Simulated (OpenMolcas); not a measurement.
**doublet BH3F at 6 levels**

Aim: a comparison of 6 runs (UHF/STO-3G, UM06-2X/STO-3G, UPBE/STO-3G, USVWN5/STO-3G, ROMP2/STO-3G, ROCCSD(T)/STO-3G) of doublet BH3F. 

Program for the calculation: OpenMolcas 26.06.

1 further run of the same task is left out (set aside as unsound or not needed).

## (1) Starting point

The species is BH3F (5 atoms), meant as a doublet with charge 0. SMILES of the parent species: `[H][B-]([H])([H])F`. The coordinates come from a GFN2-xTB relaxation. That shape belongs to the parent species and isn't relaxed for this state.

Bond lengths: B1–F2 1.447 Å, B1–H3 1.227 Å, B1–H4 1.228 Å, B1–H5 1.226 Å. Angles: F2–B1–H3 108.4°, F2–B1–H4 108.4°, F2–B1–H5 108.4°, H3–B1–H4 110.5°, H3–B1–H5 110.6°, H4–B1–H5 110.5°.

## (2) The energy at UHF/STO-3G (run 1)

calc.input reads:

```
* BFH3 Hartree-Fock

&GATEWAY
  BasLib
  $CurrDir
  Coord
  5
  angstrom
  B       -0.000350       0.000360      -0.057130
  F        0.012500      -0.020940       1.389230
  H        1.160070       0.011720      -0.454270
  H       -0.590550       1.012650      -0.424140
  H       -0.581670      -1.003790      -0.453700
  Basis
  STO-3G
  Group
  NoSym

&SEWARD

&SCF
  UHF
  Spin
  2
  Thresholds
  1e-10 1e-07 1e-07 1e-05
  PrOrbitals
  1 1
```

The basis set STO-3G is read from a file made from the Basis Set Exchange's data (not shown).

Run with:

```
$ export MOLCAS_MEM=1860
$ pymolcas calc.input > calc.log
```

Standard output:

```text
--- Start Module: gateway ---
[...]
--- Stop Module: gateway /rc=_RC_ALL_IS_WELL_ ---
--- Start Module: seward ---
[...]
      Basis functions           13
--- Stop Module: seward /rc=_RC_ALL_IS_WELL_ ---
--- Start Module: scf ---
[...]
       Convergence after  81 Iterations
[...]
::    Total SCF energy                               -124.0687337382
[...]
      Total spin, S                                     0.5030669418
[...]
      Total electronic charge=   17.000000
      Total            charge=   -0.000000
[...]
      Dipole Moment (debye):
      Origin of the operator (angstrom)=    0.0067   -0.0113    0.7394
                   X= -7.8426E-02               Y=  1.9738E-01               Z=  2.6687E+00           Total=  2.6771E+00
      Quadrupole Moment (debye*angstrom):
[...]
--- Stop Module: scf /rc=_RC_ALL_IS_WELL_ ---
[...]
```

It took 3.3 s on 1 thread of Arm Neoverse V1, shared host; peak memory 0.37 GiB.

## (3) The energy at UM06-2X/STO-3G (run 2)

calc.input reads:

```
&GATEWAY
  BASLIB=$CurrDir
  COORD
  5
  angstrom
  B       -0.000350       0.000360      -0.057130
  F        0.012500      -0.020940       1.389230
  H        1.160070       0.011720      -0.454270
  H       -0.590550       1.012650      -0.424140
  H       -0.581670      -1.003790      -0.453700
  BASIS=STO-3G
  GROUP=NoSym

&SEWARD
  GRIDINPUT
  Grid=UltraFine
  End of Grid

&SCF
  UHF
  SPIN=2
  KSDFT=M062X
  THRESHOLDS=1e-10 1e-07 1e-07 1e-05
  PRORBITALS=1 1
```

The basis set STO-3G is read from a file made from the Basis Set Exchange's data (not shown).

Run with:

```
$ export MOLCAS_MEM=1860
$ pymolcas calc.input > calc.log
```

Standard output:

```text
--- Start Module: gateway ---
[...]
--- Stop Module: gateway /rc=_RC_ALL_IS_WELL_ ---
--- Start Module: seward ---
[...]
      Basis functions           13
--- Stop Module: seward /rc=_RC_ALL_IS_WELL_ ---
--- Start Module: scf ---
[...]
       Convergence after  23 Iterations
[...]
::    Total KS-DFT energy                            -124.6443730077
[...]
      Total spin, S                                     0.5023184289
[...]
      Total electronic charge=   17.000000
      Total            charge=   -0.000000
[...]
      Dipole Moment (debye):
      Origin of the operator (angstrom)=    0.0067   -0.0113    0.7394
                   X= -2.6594E-01               Y=  4.8825E-01               Z=  1.1094E+00           Total=  1.2410E+00
      Quadrupole Moment (debye*angstrom):
[...]
--- Stop Module: scf /rc=_RC_ALL_IS_WELL_ ---
[...]
```

Run time: 13 s. Hardware: 1 thread of Arm Neoverse V1, shared host; peak memory 0.37 GiB.

Runs 3 to 4 aren't shown in full; the table further down has their settings and results.

## (4) The energy at ROMP2/STO-3G (run 5)

calc.inp reads:

```
* BFH3 ROMP2
&gateway
baslib = $CurrDir
coord
5
angstrom
B       -0.000350       0.000360      -0.057130
F        0.012500      -0.020940       1.389230
H        1.160070       0.011720      -0.454270
H       -0.590550       1.012650      -0.424140
H       -0.581670      -1.003790      -0.453700
basis = STO-3G
group = NoSym
&seward
&scf
uhf
spin = 2
thresholds = 1e-10 1e-07 1e-07 1e-05
prorbitals = 1 1
&rasscf
fileorb = $Project.UnaOrb
spin = 2
nactel = 1 0 0
inactive = 8
ras2 = 1
outorbitals = Canonical
orblisting = Nothing
&caspt2
ipea = 0.0
frozen = 2
```

The basis set STO-3G is read from a file made from the Basis Set Exchange's data (not shown).

Run with:

```
$ export MOLCAS_MEM=1860
$ pymolcas calc.inp > calc.log
```

Standard output:

```text
--- Start Module: gateway ---
[...]
--- Stop Module: gateway /rc=_RC_ALL_IS_WELL_ ---
[...]
      Basis functions           13
[...]
       Convergence after  81 Iterations
[...]
::    Total SCF energy                               -124.0687337382
[...]
      Total spin, S                                     0.5030669418
[...]
--- Start Module: rasscf ---
[...]
      Number of active orbitals                  1
[...]
      Spin quantum number                      0.5
[...]
      Active orbitals                            1
[...]
      Number of CSFs                             1
[...]
      Number of root(s) required                 1
[...]
      Convergence after 12 iterations
[...]
      printout of CI-coefficients larger than  0.05 for root  1
      energy=    -124.067087
      conf/sym  1     Coeff  Weight
             1  u   1.00000 1.00000
      Natural orbitals and occupation numbers for root  1
      sym 1:   1.000000
      ************************************************************************************************************************
      *                                                    Final results                                                     *
[...]
::    RASSCF root number  1 Total energy:   -124.06708694
[...]
      Total electronic charge=   17.000000
      Total            charge=   -0.000000
[...]
      Dipole Moment (debye):
      Origin of the operator (angstrom)=    0.0067   -0.0113    0.7394
                   X= -7.0129E-02               Y=  1.8035E-01               Z=  2.7194E+00           Total=  2.7263E+00
      Quadrupole Moment (debye*angstrom):
[...]
--- Stop Module: rasscf /rc=_RC_ALL_IS_WELL_ ---
--- Start Module: caspt2 ---
[...]
 ###    WARNING: User changed nr of frozen orbitals.                         ###
 ###############################################################################
[...]
      E2 (Variational):          -0.0541638508
      Total energy:            -124.1212507932
[...]
      Reference weight:           0.97537
[...]
::    CASPT2 Root  1     Total energy:   -124.12125079
[...]
--- Stop Module: caspt2 /rc=_RC_ALL_IS_WELL_ ---
[...]
```

Run time: 4.2 s. Hardware: 1 thread of Arm Neoverse V1, shared host; peak memory 0.37 GiB.

## (5) A single-point energy at ROCCSD(T)/STO-3G (run 6)

calc.input reads:

```
&GATEWAY
 BasLib = $CurrDir
 Coord
 5
 angstrom
 B       -0.000350       0.000360      -0.057130
 F        0.012500      -0.020940       1.389230
 H        1.160070       0.011720      -0.454270
 H       -0.590550       1.012650      -0.424140
 H       -0.581670      -1.003790      -0.453700
 Basis = STO-3G
 Group = NoSym

&SEWARD

&SCF
 UHF
 Spin = 2
 Thresholds = 1e-10 1e-07 1e-07 1e-05
 PrOrbitals = 1 1

&RASSCF
 FileOrb = $Project.UnaOrb
 Spin = 2
 Nactel = 1 0 0
 Inactive = 8
 Ras2 = 1
 OutOrbitals = Canonical
 OrbListing = Nothing

&MOTRA
 JobIph
 Frozen = 2

&CCSDT
 CCT
 Triples = 3
 Iterations = 80
 Accuracy = 1e-08
 Extrapolation = 5 4
```

The basis set STO-3G is read from a file made from the Basis Set Exchange's data (not shown).

Run with:

```
$ export MOLCAS_MEM=1860
$ pymolcas calc.input > calc.log
```

Standard output:

```text
--- Start Module: gateway ---
[...]
--- Stop Module: gateway /rc=_RC_ALL_IS_WELL_ ---
[...]
      Basis functions           13
[...]
       Convergence after  81 Iterations
[...]
::    Total SCF energy                               -124.0687337382
[...]
      Total spin, S                                     0.5030669418
[...]
      Number of active orbitals                  1
[...]
      Spin quantum number                      0.5
[...]
      Active orbitals                            1
[...]
      Number of CSFs                             1
[...]
      Number of root(s) required                 1
[...]
      Convergence after 12 iterations
[...]
      printout of CI-coefficients larger than  0.05 for root  1
      energy=    -124.067087
      conf/sym  1     Coeff  Weight
             1  u   1.00000 1.00000
      Natural orbitals and occupation numbers for root  1
      sym 1:   1.000000
      ************************************************************************************************************************
      *                                                    Final results                                                     *
[...]
::    RASSCF root number  1 Total energy:   -124.06708694
[...]
      Total electronic charge=   17.000000
      Total            charge=   -0.000000
[...]
      Dipole Moment (debye):
      Origin of the operator (angstrom)=    0.0067   -0.0113    0.7394
                   X= -7.0129E-02               Y=  1.8035E-01               Z=  2.7194E+00           Total=  2.7263E+00
      Quadrupole Moment (debye*angstrom):
[...]
--- Start Module: motra ---
[...]
      *** WARNING: Default frozen orbitals is overwritten by user input.
      *** Default values:   2
[...]
--- Stop Module: motra /rc=_RC_ALL_IS_WELL_ ---
--- Start Module: ccsdt ---
[...]
      Convergence after                    24  Iterations
      Total energy (diff) :    -124.14940223       0.00000001
[...]
 METHOD                       : CCSD+T(CCSD)+<T3(1)WT1>+<T3(1)UT2> = CCSD(T)
[...]
       CCSD     =      -124.1494022257377
[...]
--- Stop Module: ccsdt /rc=_RC_ALL_IS_WELL_ ---
[...]
```

Run time: 4.2 s. Hardware: 1 thread of Arm Neoverse V1, shared host; peak memory 0.37 GiB.

## (6) Overview of the runs

| run | level | integration grid | frozen core orbitals | energy (Eh) | dipole moment (D) | HOMO energy (eV) | LUMO energy (eV) | wall time |
| --- | --- | --- | --- | --- | --- | --- | --- | --- |
| 1 | UHF/STO-3G | – | – | -124.068734 | 2.68 | -10.39 | 2.57 | 3.3 s |
| 2 | UM06-2X/STO-3G | UltraFine | – | -124.644373 | 1.24 | -8.00 | -2.83 | 13 s |
| 3 | UPBE/STO-3G | UltraFine | – | -124.517491 | 1.74 | -4.84 | -4.58 | 9.3 s |
| 4 | USVWN5/STO-3G | UltraFine | – | -123.686176 | 1.73 | -4.65 | -4.28 | 7.2 s |
| 5 | ROMP2/STO-3G | – | 2 | -124.121251 | – | – | – | 4.2 s |
| 6 | ROCCSD(T)/STO-3G | – | 2 | -124.154645 | – | – | – | 4.2 s |

## (7) Results

```
             quantity          value
  run 6: total energy  -124.15465 Eh
run 6: (T) correction      -5.24 mEh
```

In words: Over runs 1, 2, 3, 4 the dipole moment (its size) runs from 1.24 D (UM06-2X/STO-3G) to 2.68 D (UHF/STO-3G). Totals of different functionals can't be ranked against each other. In runs 1, 2, 3, 4, 5, 6 the basis is minimal, so the values are rough. All runs together took 41 s, the longest 13 s.
